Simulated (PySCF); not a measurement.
# C₃H₈N₂: runs on many settings

Aim: see how C₃H₈N₂ (`[H]/N=C/[C@@H](C)N`) answers to the choice of functional, basis, grid and SCF options.

Computed with PySCF 2.14.0, with density-fitted response routines of our own, on a single molecule, in the gas phase or a continuum. Atoms are numbered from 0 throughout.

## 1. The starting structure

13 atoms, charge 0, multiplicity 1; geometry from: GFN2-xTB.

Bonds of the start (Å): C0–C1 1.53, C1–N2 1.45, C1–C3 1.51, C3–N4 1.25, C0–H5 1.09, C0–H6 1.09, C0–H7 1.09, C1–H8 1.10, N2–H9 1.01, N2–H10 1.02, C3–H11 1.10, N4–H12 1.02.

## 2. Shielding tensors: PBE0/3-21G

Job settings and geometry (Å):

```
{"job": {"kind": "nmr", "xc": "PBE0", "basis": "3-21G", "pop": true}, "charge": 0, "multiplicity": 1}
C     -1.318444    -0.760482     0.163380
C     -0.291494     0.214493    -0.421271
N     -0.411102     1.501486     0.236694
C      1.082179    -0.400116    -0.328240
N      1.989853     0.185732     0.308258
H     -1.319812    -1.696329    -0.389898
H     -1.083971    -0.966287     1.205897
H     -2.306259    -0.312236     0.111440
H     -0.517594     0.363442    -1.487117
H      0.285329     2.137567    -0.138125
H     -0.190481     1.387435     1.221604
H      1.187213    -1.367893    -0.841208
H      2.890195    -0.286326     0.340858
```

Method: GIAO PBE0/3-21G NMR shielding, non-relativistic, gas phase.

The run is started by

```sh
> OMP_NUM_THREADS=1 python probes_run.py task.json out
```

One launch serves the whole session: the jobs run in the order shown.

Log:

```text
coarse grid: 10344 points
cycle   1  E = -227.0245836129  dE =  4.292e-01  |g| = 4.328e-01  |ddm| = 3.335e+00
cycle   2  E = -226.9819859067  dE =  4.260e-02  |g| = 6.325e-01  |ddm| = 1.225e+00
cycle   3  E = -227.0684291270  dE = -8.644e-02  |g| = 1.020e-01  |ddm| = 7.125e-01
cycle   4  E = -227.0707642298  dE = -2.335e-03  |g| = 3.214e-02  |ddm| = 1.242e-01
cycle   5  E = -227.0709832291  dE = -2.190e-04  |g| = 6.662e-03  |ddm| = 3.514e-02
cycle   6  E = -227.0709931330  dE = -9.904e-06  |g| = 1.270e-03  |ddm| = 8.626e-03
final grid: 98584 points
cycle   7  E = -227.0735860072  dE = -2.281e-05  |g| = 6.179e-03  |ddm| = 1.664e-02
cycle   8  E = -227.0735855302  dE =  4.770e-07  |g| = 6.446e-03  |ddm| = 1.310e-02
cycle   9  E = -227.0735949571  dE = -9.427e-06  |g| = 5.816e-04  |ddm| = 6.824e-03
cycle  10  E = -227.0735950241  dE = -6.693e-08  |g| = 1.581e-04  |ddm| = 7.268e-04
cycle  11  E = -227.0735950278  dE = -3.753e-09  |g| = 9.911e-05  |ddm| = 2.347e-04
cycle  12  E = -227.0735950301  dE = -2.225e-09  |g| = 1.109e-05  |ddm| = 1.002e-04
cycle  13  E = -227.0735950301  dE = -2.996e-11  |g| = 3.449e-06  |ddm| = 1.861e-05
converged SCF energy = -227.0735950301

GIAO shielding tensors (ppm)
atom      isotropic    diamagn.    paramagn.     s11        s22        s33       span
  0 C      189.391     245.656     -56.265    176.710    184.155    207.306     30.596
  1 C      158.608     237.530     -78.922    145.670    151.001    179.152     33.482
  2 N      246.627     315.311     -68.684    215.269    243.170    281.442     66.172
  3 C       52.833     248.698    -195.865    -35.269     45.038    148.729    183.999
  4 N      -28.297     318.337    -346.634   -330.405    -15.384    260.897    591.302
  5 H       31.799      30.101       1.698     27.461     29.600     38.335     10.875
  6 H       32.262      29.566       2.696     28.326     30.793     37.667      9.341
  7 H       31.309      29.785       1.524     27.213     29.013     37.700     10.487
  8 H       29.653      30.232      -0.579     25.519     28.367     35.073      9.554
  9 H       32.655      31.679       0.976     26.057     28.005     43.905     17.848
 10 H       33.192      31.272       1.920     27.359     29.873     42.345     14.986
 11 H       24.616      29.411      -4.795     22.708     24.877     26.263      3.555
 12 H       21.992      30.404      -8.412     14.568     23.243     28.164     13.597
```

Run time: 3.3 s. Hardware: 1 thread of Arm Neoverse V2, shared host.

The references, computed at this level on geometries of the same kind, shield at (ppm): 1H TMS 33.27, 13C TMS 209.5, 15N NH3 269.1. Their shielding less the atom's gives the shift. The references are single molecules in the gas phase, so shifts against H2O, NH3, PH3, H3PO4 or CFCl3 are not on the usual liquid scales and can be off by tens of ppm. Atoms listed in one row are averaged.

```csv
atoms,environment,σ (ppm),δ (ppm)
C3,"carbon bonded to C, N, H",52.8,156.7
C1,"carbon bonded to 2 C, N, H",158.6,50.9
C0,"carbon bonded to C, 3 H",189.4,20.1
H12,hydrogen on a nitrogen bonded to C,21.99,11.28
H11,"hydrogen on a carbon bonded to C, N",24.62,8.65
H8,"hydrogen on a carbon bonded to 2 C, N",29.65,3.62
"H5, H6, H7",hydrogen on a carbon bonded to C,31.79,1.48
"H9, H10",hydrogen on a nitrogen bonded to C,32.92,0.35
N4,"nitrogen bonded to C, H",-28.3,297.4
N2,"nitrogen bonded to C, 2 H",246.6,22.5
```

The run also stored atomic charges by several schemes (e):

```csv
atoms,Mulliken,IAO,Hirshfeld,ESP fit
C0,-0.61,-0.44,-0.09,-0.60
C1,-0.20,-0.04,0.03,0.44
N2,-0.67,-0.55,-0.23,-1.00
C3,0.09,0.00,0.03,0.28
N4,-0.57,-0.41,-0.22,-0.73
```

Mayer bond orders: C0–C1 0.91, C1–N2 0.99, C1–C3 0.84, C3–N4 1.89.

## 3. Ultraviolet spectrum: PBE0/pcSseg-0 in water

Settings changed since step 2:

```diff
@@ -1,2 +1,2 @@
-{"job": {"kind": "nmr", "xc": "PBE0", "basis": "3-21G", "pop": true}, "charge": 0, "multiplicity": 1}
+{"job": {"kind": "uv", "xc": "PBE0", "basis": "pcSseg-0", "solvent": "water", "nstates": 1, "ntriplets": 2, "tda": true}, "charge": 0, "multiplicity": 1}
 C     -1.318444    -0.760482     0.163380
```

With the program's defaults for keys left out, this is: TDA PBE0/pcSseg-0, vertical, IEF-PCM water (non-equilibrium linear response), core orbitals frozen in the response.

Log:

```text
coarse grid: 10344 points
cycle   1  E = -227.7935835357  dE =  4.545e-01  |g| = 3.780e-01  |ddm| = 3.435e+00
cycle   2  E = -227.7688125731  dE =  2.477e-02  |g| = 5.249e-01  |ddm| = 1.056e+00
cycle   3  E = -227.8267178352  dE = -5.791e-02  |g| = 7.359e-02  |ddm| = 5.962e-01
cycle   4  E = -227.8278298846  dE = -1.112e-03  |g| = 2.902e-02  |ddm| = 9.651e-02
cycle   5  E = -227.8280102499  dE = -1.804e-04  |g| = 4.655e-03  |ddm| = 3.273e-02
cycle   6  E = -227.8280150430  dE = -4.793e-06  |g| = 1.187e-03  |ddm| = 6.520e-03
final grid: 98584 points
cycle   7  E = -227.8082358265  dE = -1.786e-05  |g| = 4.666e-03  |ddm| = 2.189e-02
cycle   8  E = -227.8082355611  dE =  2.655e-07  |g| = 4.866e-03  |ddm| = 1.075e-02
cycle   9  E = -227.8082408960  dE = -5.335e-06  |g| = 4.544e-04  |ddm| = 5.272e-03
cycle  10  E = -227.8082409358  dE = -3.979e-08  |g| = 1.245e-04  |ddm| = 6.047e-04
cycle  11  E = -227.8082409381  dE = -2.369e-09  |g| = 7.202e-05  |ddm| = 1.782e-04
cycle  12  E = -227.8082409393  dE = -1.171e-09  |g| = 6.393e-06  |ddm| = 7.713e-05
cycle  13  E = -227.8082409393  dE = -1.177e-11  |g| = 2.876e-06  |ddm| = 1.159e-05
converged SCF energy = -227.8082409393

Static polarisability (au): isotropic 51.666, principal 42.028 49.639 63.330

Singlet excitations
state   eV       nm        f      main configurations
  1   5.2792    234.9   0.00625   H->L 0.68, H-1->L 0.31

Triplet excitations (Tamm-Dancoff, eV): 4.3799 5.3449
```

Run time: 3.4 s. Hardware: 1 thread of Arm Neoverse V2, shared host.

Frontier orbitals and where they lie:

```csv
orbital,eV,atoms
HOMO−3,-10.16,"C0 27 %, H6 15 %, C1 13 %"
HOMO−2,-9.04,"N4 45 %, C3 22 %, C1 11 %"
HOMO−1,-7.35,"N4 71 %, N2 9 %, H11 7 %"
HOMO,-6.61,"N2 78 %, C3 8 %"
LUMO,0.19,"C3 50 %, N4 41 %"
LUMO+1,2.44,"H12 16 %, H11 12 %, H9 8 %"
LUMO+2,3.35,"H10 20 %, H11 19 %, N2 12 %"
```

With each of the 1 states as a Gaussian band of 0.4 eV half-width at 1/e, the curve within the window shown has maxima at 235 nm (ε 250) L/(mol cm). Beyond the last state computed it falls off for lack of states. The curve at chosen wavelengths:

```csv
nm,ε (L/mol/cm)
222,144
224,171
225,184
227,208
229,228
230,236
232,247
234,253
235,253
237,249
239,239
240,232
242,215
244,196
246,175
247,164
249,142
251,121
252,111
254,92
256,75
257,68
259,54
261,43
262,38
264,29
```

Ground-state properties from the same run:

```csv
property,computed
dipole moment (D),3.53
polarisability (Å³),7.66
HOMO–LUMO gap (eV),6.80
−ε(HOMO) (eV),6.61
```

## 4. Shielding tensors: BHandHLYP/6-311+G(2d,p)

Settings changed since step 3:

```diff
@@ -1,2 +1,2 @@
-{"job": {"kind": "uv", "xc": "PBE0", "basis": "pcSseg-0", "solvent": "water", "nstates": 1, "ntriplets": 2, "tda": true}, "charge": 0, "multiplicity": 1}
+{"job": {"kind": "nmr", "xc": "BHandHLYP", "basis": "6-311+G(2d,p)", "pop": true, "scf": {"conv": 1e-06}}, "charge": 0, "multiplicity": 1}
 C     -1.318444    -0.760482     0.163380
```

Level: GIAO BHandHLYP/6-311+G(2d,p) NMR shielding, non-relativistic, gas phase.

Log:

```text
final grid: 98584 points
cycle   1  E = -228.4921920352  dE =  6.038e-01  |g| = 4.504e-01  |ddm| = 2.739e+00
cycle   2  E = -228.4903212864  dE =  1.871e-03  |g| = 5.039e-01  |ddm| = 8.898e-01
cycle   3  E = -228.5421353446  dE = -5.181e-02  |g| = 6.683e-02  |ddm| = 4.734e-01
cycle   4  E = -228.5429623063  dE = -8.270e-04  |g| = 3.553e-02  |ddm| = 8.831e-02
cycle   5  E = -228.5432403488  dE = -2.780e-04  |g| = 6.073e-03  |ddm| = 3.565e-02
cycle   6  E = -228.5432491580  dE = -8.809e-06  |g| = 2.188e-03  |ddm| = 6.849e-03
cycle   7  E = -228.5432503102  dE = -1.152e-06  |g| = 6.796e-04  |ddm| = 2.900e-03
cycle   8  E = -228.5432504557  dE = -1.455e-07  |g| = 1.940e-04  |ddm| = 1.416e-03
converged SCF energy = -228.5432504557

GIAO shielding tensors (ppm)
atom      isotropic    diamagn.    paramagn.     s11        s22        s33       span
  0 C      167.735     245.682     -77.947    154.838    160.587    187.779     32.941
  1 C      131.801     239.733    -107.932    120.215    122.987    152.201     31.985
  2 N      223.544     310.641     -87.098    192.709    220.616    257.306     64.597
  3 C        4.172     257.106    -252.934   -111.635     -0.705    124.856    236.490
  4 N      -65.923     317.279    -383.202   -374.582    -70.477    247.290    621.872
  5 H       30.861      31.051      -0.190     27.128     28.344     37.112      9.984
  6 H       31.645      31.415       0.230     28.272     30.022     36.640      8.368
  7 H       30.535      29.867       0.668     26.710     28.709     36.186      9.477
  8 H       28.843      30.237      -1.394     24.866     27.904     33.757      8.891
  9 H       30.984      30.066       0.918     25.104     26.906     40.943     15.840
 10 H       31.577      30.680       0.898     26.373     28.527     39.832     13.459
 11 H       23.420      31.628      -8.208     21.811     22.928     25.522      3.711
 12 H       22.101      30.010      -7.908     16.058     24.957     25.289      9.230
```

Run time: 12 s. Hardware: 1 thread of Arm Neoverse V2, shared host; peak memory 0.86 GiB.

Key values: δ C3 184.3, C1 56.7, C0 20.7, N4 327.6, H12 10.10, H11 8.78 ppm.

[end of part 1 of 2]
